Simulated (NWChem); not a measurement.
# PO (Phosphorus monoxide) at UB3LYP/6-31G(d) (spherical functions)

What is the vertical ionisation energy of PO (Phosphorus monoxide) at UB3LYP/6-31G* (spherical functions)? 

Program for the calculation: NWChem 7.3.0.

3 further runs of the same task are left out: 3 set aside as unsound or not needed. Runs told in other sessions of the task aren't counted.

### 1 The structure to begin with

PO: 2 atoms, total charge 0, spin state doublet. SMILES: `O=[P]`. The shape is that of a PBE0-D4/def2-TZVP optimisation.

Bond lengths: O1–P2 1.474 Å.

### 2 Energy and gradient at UB3LYP/6-31G(d) (spherical functions)

struct.nw

```
start struct
title "Phosphorus monoxide"
memory total 2200 mb
charge 0

geometry units atomic noautosym nocenter noautoz
 O    0.00000000   0.00000000  -0.01785791
 P    0.00000000   0.00000000   2.76757950
end

basis "ao basis" spherical bse
 O library 6-31G*
 P library 6-31G*
end

dft
 xc b3lyp
 mult 2
 grid xfine
 convergence energy 1e-08
 iterations 100
 mulliken
 print low
end

task dft gradient
```

Command:

```console
nwchem struct.nw > struct.out
```

The log of the run:

```text
[...]
 d= 0,ls=0.0,diis     1   -416.4336853954 -4.60D+02  2.66D-02  1.61D-01     0.4
[...]
 d= 0,ls=0.0,diis    10   -416.5259077694 -9.57D-09  4.27D-06  5.83D-10     2.9
[...]
         Total DFT energy =     -416.525907769431
      One electron energy =     -660.794888337853
           Coulomb energy =      233.006304222552
    Exchange-Corr. energy =      -31.818528627248
 Nuclear repulsion energy =       43.081204973118
[...]
      Total Density - Mulliken Population Analysis
     ---------------------------------------------
    Atom       Charge   Shell Charges
 -----------   ------   -------------------------------------------------------
    1 O    8     8.40   2.00  0.95  2.82  0.93  1.68  0.02
    2 P   15    14.60   2.00  2.00  5.97  1.30  1.96  0.58  0.64  0.15
[...]
      <S2> =      0.7525 (Exact =     0.7500)
                         DFT ENERGY GRADIENTS
    atom               coordinates                        gradient
                 x          y          z           x          y          z
   1 O       0.000000   0.000000  -0.017858    0.000000  -0.000000   0.030742
   2 P       0.000000   0.000000   2.767580   -0.000000   0.000000  -0.030742
 Task  times  cpu:        3.5s     wall:        3.5s
 Total times  cpu:        3.6s     wall:        3.6s
```

It took 4.2 s on 1 thread of Intel Xeon Platinum 8559C (Emerald Rapids), shared host; peak memory 0.12 GiB.

### 3 The singlet cation: the energy at B3LYP/6-31G(d) (spherical functions)

mol.nw

```
start mol
title "OP"
memory stack 880 mb heap 220 mb global 1100 mb
charge 1

geometry units angstroms noautosym nocenter noautoz
O      0.000000     0.000000    -0.009450
P      0.000000     0.000000     1.464540
end

basis spherical bse
O library 6-31G*
P library 6-31G*
end

dft
xc b3lyp
grid xfine
convergence energy 1e-08
maxiter 100
mulliken
noprint "final vectors analysis"
end

task dft energy
```

Command:

```console
nwchem mol.nw > mol.out
```

The log of the run:

```text
[...]
          Wavefunction type:  closed shell.
          No. of atoms     :     2
          No. of electrons :    22
[...]
          Charge           :     1
          Spin multiplicity:     1
[...]
          AO basis - number of functions:    32
[...]
              XC Information
              --------------
                         B3LYP Method XC Potential
                     Hartree-Fock (Exact) Exchange  0.200
                        Slater Exchange Functional  0.800 local
                    Becke 1988 Exchange Functional  0.720 non-local
              Lee-Yang-Parr Correlation Functional  0.810
                  VWN I RPA Correlation Functional  0.190 local
[...]
 d= 0,ls=0.0,diis     1   -415.9772134369 -4.59D+02  8.77D-02  2.33D+00     0.5
[...]
 d= 0,ls=0.0,diis    10   -416.2160320352 -8.64D-10  2.11D-07  1.35D-10     3.4
         Total DFT energy =     -416.216032035176
      One electron energy =     -652.661724279831
           Coulomb energy =      224.811796181159
    Exchange-Corr. energy =      -31.447312004377
 Nuclear repulsion energy =       43.081208067873
[...]
      Total Density - Mulliken Population Analysis
     ---------------------------------------------
    Atom       Charge   Shell Charges
 -----------   ------   -------------------------------------------------------
    1 O    8     8.16   2.00  0.99  2.74  0.92  1.48  0.03
    2 P   15    13.84   2.00  2.00  5.97  1.47  1.67  0.40  0.20  0.14
[...]
```

Run time: 4.2 s. Hardware: 1 thread of Intel Xeon Platinum 8559C (Emerald Rapids), shared host; peak memory 0.12 GiB.

### 4 Outcome

At UB3LYP/6-31G* (spherical functions):

| quantity | value |
| --- | --- |
| doublet PO: total energy | -416.52591 Eh |
| doublet PO: ⟨S²⟩ | 0.752 |
| doublet PO: largest force on an atom | 1.581 eV/Å |
| singlet cation: total energy | -416.21603 Eh |
| vertical ionisation energy (to the singlet cation) | 8.432 eV |

**Reading.** The vertical ionisation energy comes to 8.43 eV (814 kJ/mol). The largest force (doublet PO) is 1.58 eV/Å: the shape isn't a stationary point for this species at this level. Only the singlet of the ionised species was computed; a triplet could lie lower.
